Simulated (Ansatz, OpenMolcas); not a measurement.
# How methods differ on BF (SMILES [B]F)

BF has 2 atoms, charge 0, and is taken as a singlet. SMILES: `[B]F`. The coordinates come from a PBE0-D4/def2-TZVP relaxation.

```xyz
2

B     0.0000    0.0000   -0.0094
F     0.0000    0.0000    1.2537
```

Quantity: the energy change with the B1–F2 bond stretched from 1.263 to 1.895 Å, in eV. The values are calculated.

```csv
level,kind,program,value (eV),less FCI/STO-3G
HF/STO-3G (restricted),Hartree–Fock,Ansatz,5.20,+1.07
M06-2X/STO-3G (restricted),hybrid meta-GGA,OpenMolcas,4.68,+0.55
PBE0/STO-3G (restricted),global hybrid,OpenMolcas,4.38,+0.25
wB97M-V/STO-3G (restricted),range-separated hybrid,Ansatz,4.54,+0.41
MP2/STO-3G (restricted),perturbation theory,Ansatz,4.93,+0.80
BCCD(T)/STO-3G (restricted),coupled cluster or CI,Ansatz,4.33,+0.20
CCSDT/STO-3G (restricted),coupled cluster or CI,Ansatz,4.19,+0.06
FCI/STO-3G,exact in the basis,Ansatz,4.13,0.00
```

FCI/STO-3G is exact within its basis and frozen core, so for wave-function methods in that basis the difference is their error; functionals converge differently with the basis, so for them it is only a difference. Spin-restricted single references rise too steeply as a bond breaks, Hartree–Fock most of all. The first shape isn't each level's own minimum. The values span 4.13 to 5.20 eV. All rows use very small basis sets, so even the best lies far from the true value.
